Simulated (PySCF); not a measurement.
Record of a relaxation.

Species: propylene oxide, C3H6O.
Numbering: `[CH3:1][C@@H:2]1[CH2:3][O:4]1` (hydrogens: H5, H6, H7 on C1; H8 on C2; H9, H10 on C3)

Computed by this run: PBE0-D3(BJ)/def2-SVP geometry optimisation, gas phase (PySCF); density fitting, grid level 1; the optimiser is geomeTRIC in internal coordinates, started from an MMFF94s structure with every atom displaced at random (about 0.03 Å). The frame can shift and turn from step to step; on so coarse a grid that alone can change the energy by a few meV, and forces under 0.02 eV/Å are noise.

Step 0: E = -5244.4483 eV, largest atomic force 5.489 eV/Å
```
atom  x, y, z in Å  |  force x, y, z in eV/Å
C1     -1.135   -0.279    0.270   -3.200   3.902  -2.160
C2     -0.009    0.402   -0.365    2.772   0.136   1.102
C3      1.327   -0.122   -0.108    0.864  -0.115   0.986
O4      0.984    1.069    0.559   -1.829  -0.705  -1.207
H5     -0.982   -0.678    1.196    0.924  -1.412   2.834
H6     -1.608   -0.965   -0.408   -0.200  -0.861  -0.530
H7     -1.945    0.547    0.407    0.907  -1.284   0.054
H8     -0.145    0.925   -1.316   -0.207   0.176   0.057
H9      1.492   -0.993    0.575   -0.326   0.290  -0.512
H10     2.145    0.016   -0.806    0.295  -0.127  -0.624
```

Step 1: E = -5244.8219 eV, largest atomic force 1.573 eV/Å
```
atom  x, y, z in Å  |  force x, y, z in eV/Å
C1     -1.224   -0.115    0.129   -0.228  -0.043   0.576
C2      0.110    0.445   -0.285    0.343  -0.065   0.440
C3      1.372   -0.279   -0.022   -0.513   1.114  -0.985
O4      0.937    0.742    0.839    0.178   0.097  -0.365
H5     -1.094   -0.667    1.107   -0.114   0.212  -0.993
H6     -1.693   -0.752   -0.647    0.154   0.039   0.236
H7     -1.933    0.713    0.354    0.240  -0.216  -0.157
H8      0.122    1.191   -1.106   -0.042  -0.090   0.349
H9      1.280   -1.294    0.294    0.079  -1.047   0.694
H10     2.248   -0.059   -0.657   -0.096  -0.002   0.205
```

Step 2: E = -5244.9073 eV, largest atomic force 0.613 eV/Å
```
atom  x, y, z in Å  |  force x, y, z in eV/Å
C1     -1.237   -0.105    0.124    0.130   0.092   0.592
C2      0.103    0.462   -0.246    0.320  -0.333   0.002
C3      1.349   -0.291   -0.030    0.173   0.016  -0.456
O4      1.016    0.789    0.792   -0.474   0.060   0.248
H5     -1.128   -0.722    1.037   -0.093   0.029  -0.276
H6     -1.676   -0.710   -0.685    0.115  -0.001  -0.011
H7     -1.944    0.703    0.362   -0.060   0.028  -0.006
H8      0.093    1.202   -1.059    0.043  -0.036  -0.069
H9      1.355   -1.303    0.416   -0.203   0.244   0.009
H10     2.193   -0.102   -0.708    0.050  -0.098  -0.032
```

Step 3: E = -5244.9307 eV, largest atomic force 0.318 eV/Å
```
atom  x, y, z in Å  |  force x, y, z in eV/Å
C1     -1.231   -0.099    0.138    0.076  -0.049   0.043
C2      0.106    0.451   -0.255   -0.001   0.019   0.082
C3      1.355   -0.282   -0.043   -0.002  -0.317  -0.026
O4      0.991    0.782    0.797   -0.001   0.133   0.110
H5     -1.128   -0.727    1.035   -0.001  -0.040  -0.011
H6     -1.658   -0.707   -0.673   -0.061  -0.021  -0.054
H7     -1.940    0.708    0.372   -0.006   0.044  -0.004
H8      0.096    1.190   -1.068   -0.015   0.031  -0.076
H9      1.322   -1.293    0.406    0.003   0.226  -0.073
H10     2.212   -0.099   -0.706    0.008  -0.027   0.010
```

Step 4: E = -5244.9333 eV, largest atomic force 0.091 eV/Å
```
atom  x, y, z in Å  |  force x, y, z in eV/Å
C1     -1.224   -0.103    0.140   -0.026   0.052  -0.015
C2      0.107    0.461   -0.255    0.033  -0.016   0.033
C3      1.349   -0.282   -0.041    0.028  -0.035  -0.080
O4      0.996    0.795    0.792   -0.026   0.055   0.041
H5     -1.117   -0.744    1.026    0.010  -0.024   0.012
H6     -1.655   -0.702   -0.677   -0.021   0.017  -0.019
H7     -1.935    0.701    0.384   -0.003  -0.009   0.009
H8      0.095    1.196   -1.074   -0.018  -0.029  -0.015
H9      1.298   -1.280    0.415    0.025  -0.010   0.018
H10     2.210   -0.119   -0.704   -0.001  -0.003   0.016
```

Step 5: E = -5244.9346 eV, largest atomic force 0.087 eV/Å
```
atom  x, y, z in Å  |  force x, y, z in eV/Å
C1     -1.229   -0.101    0.141   -0.005   0.001  -0.018
C2      0.108    0.454   -0.254    0.027   0.019   0.000
C3      1.354   -0.284   -0.042   -0.004   0.048  -0.024
O4      0.997    0.795    0.791   -0.030   0.020  -0.019
H5     -1.126   -0.750    1.022    0.001  -0.017   0.011
H6     -1.667   -0.691   -0.681    0.002   0.029   0.004
H7     -1.933    0.708    0.390    0.017  -0.011   0.014
H8      0.092    1.185   -1.076    0.000  -0.024  -0.003
H9      1.315   -1.276    0.421   -0.006  -0.079   0.036
H10     2.213   -0.118   -0.707   -0.003   0.013  -0.001
```

Step 6: E = -5244.9355 eV, largest atomic force 0.064 eV/Å
```
atom  x, y, z in Å  |  force x, y, z in eV/Å
C1     -1.228   -0.100    0.142   -0.005  -0.018  -0.022
C2      0.108    0.452   -0.256   -0.003   0.001  -0.010
C3      1.354   -0.285   -0.042    0.001   0.042   0.049
O4      0.996    0.801    0.786    0.005  -0.012  -0.040
H5     -1.125   -0.760    1.015    0.001  -0.005   0.001
H6     -1.675   -0.676   -0.684    0.005   0.021   0.009
H7     -1.926    0.711    0.403    0.008   0.002   0.022
H8      0.090    1.177   -1.084    0.006  -0.017  -0.006
H9      1.320   -1.274    0.432   -0.017  -0.029   0.002
H10     2.213   -0.122   -0.707   -0.002   0.015  -0.005
```

Step 7: E = -5244.9367 eV, largest atomic force 0.125 eV/Å
```
atom  x, y, z in Å  |  force x, y, z in eV/Å
C1     -1.228   -0.099    0.145    0.007  -0.020   0.013
C2      0.108    0.447   -0.261   -0.034   0.003  -0.065
C3      1.355   -0.286   -0.040   -0.017   0.030   0.120
O4      0.997    0.815    0.771    0.026  -0.061  -0.036
H5     -1.123   -0.781    1.001   -0.005   0.010  -0.015
H6     -1.695   -0.646   -0.690    0.008   0.001   0.009
H7     -1.910    0.715    0.435    0.005   0.007   0.021
H8      0.086    1.156   -1.102    0.012   0.001  -0.006
H9      1.320   -1.269    0.452    0.004   0.028  -0.029
H10     2.214   -0.130   -0.706   -0.005   0.000  -0.011
```

Step 8: E = -5244.9373 eV, largest atomic force 0.104 eV/Å
```
atom  x, y, z in Å  |  force x, y, z in eV/Å
C1     -1.227   -0.097    0.147   -0.003  -0.003   0.011
C2      0.108    0.444   -0.268   -0.050  -0.032  -0.036
C3      1.354   -0.287   -0.038    0.005   0.048   0.092
O4      0.995    0.821    0.762    0.046  -0.041  -0.026
H5     -1.119   -0.792    0.993   -0.001   0.013  -0.020
H6     -1.709   -0.628   -0.689   -0.003  -0.010   0.005
H7     -1.898    0.719    0.457    0.002   0.004   0.009
H8      0.086    1.144   -1.118    0.010   0.004   0.002
H9      1.321   -1.265    0.463   -0.009   0.022  -0.027
H10     2.213   -0.136   -0.705    0.003  -0.006  -0.011
```

Step 9: E = -5244.9376 eV, largest atomic force 0.044 eV/Å
```
atom  x, y, z in Å  |  force x, y, z in eV/Å
C1     -1.227   -0.095    0.149    0.008   0.006   0.015
C2      0.108    0.441   -0.273   -0.028  -0.021  -0.026
C3      1.355   -0.287   -0.036   -0.004   0.028   0.032
O4      0.996    0.826    0.753    0.020  -0.017  -0.003
H5     -1.116   -0.796    0.990    0.000   0.003  -0.007
H6     -1.720   -0.618   -0.685   -0.004  -0.008   0.000
H7     -1.888    0.723    0.473   -0.003   0.005  -0.001
H8      0.086    1.134   -1.128    0.005   0.006   0.004
H9      1.319   -1.263    0.469    0.004   0.011  -0.009
H10     2.213   -0.141   -0.706    0.002  -0.013  -0.005
```

Step 10: E = -5244.9378 eV, largest atomic force under 0.02 eV/Å
```
atom  x, y, z in Å  |  force x, y, z in eV/Å
C1     -1.227   -0.094    0.152    0.004   0.008   0.005
C2      0.107    0.439   -0.276   -0.006  -0.011  -0.003
C3      1.355   -0.288   -0.037   -0.002   0.010  -0.010
O4      0.998    0.827    0.748    0.003   0.005   0.004
H5     -1.114   -0.794    0.992    0.001  -0.001   0.004
H6     -1.725   -0.617   -0.680   -0.003  -0.002   0.000
H7     -1.885    0.727    0.478   -0.001   0.000  -0.005
H8      0.086    1.131   -1.132    0.001   0.002   0.002
H9      1.319   -1.262    0.470    0.003  -0.003   0.004
H10     2.211   -0.146   -0.709    0.001  -0.008  -0.001
```

**Question.** Summarise the path.

**Answer.** The energy falls by 47.22 kJ/mol from step 0 to step 10; nine tenths of that is first reached at step 2. It falls at every step. The largest force goes from 5.489 to under 0.02 eV/Å. Among the bonds C2–O4 changes most, from 1.512 to 1.412 Å; the atoms move by 0.059 Å rms after alignment.

**Question.** Follow the three bonds and two angles with the largest change from start to end.

**Answer.** 
```csv
step,E above end (kJ/mol),largest force (eV/Å),C2–O4 (Å),C1–H5 (Å),C1–H7 (Å),C2–C1–H5 (°),C2–C1–H7 (°)
0,47.22,5.489,1.512,1.020,1.165,117.5,104.8
1,11.18,1.573,1.426,1.131,1.113,108.5,110.1
2,2.94,0.613,1.421,1.108,1.100,109.0,110.4
3,0.69,0.318,1.413,1.099,1.100,109.9,111.2
4,0.43,0.091,1.414,1.099,1.101,110.2,110.9
5,0.31,0.087,1.414,1.099,1.101,110.2,110.9
6,0.21,0.064,1.413,1.100,1.101,110.4,110.9
7,0.10,0.125,1.411,1.100,1.101,110.6,110.8
8,0.05,0.104,1.410,1.100,1.101,110.7,110.7
9,0.01,0.044,1.411,1.100,1.101,110.7,110.6
10,0.00,under 0.02,1.412,1.100,1.101,110.7,110.6
```

What follows is the cost of the whole optimisation. On an Intel Xeon Platinum 8259CL at 2.50 GHz with one thread, no GPU (shared host), this took 26 s of wall time and 0.36 GiB of memory at its peak.
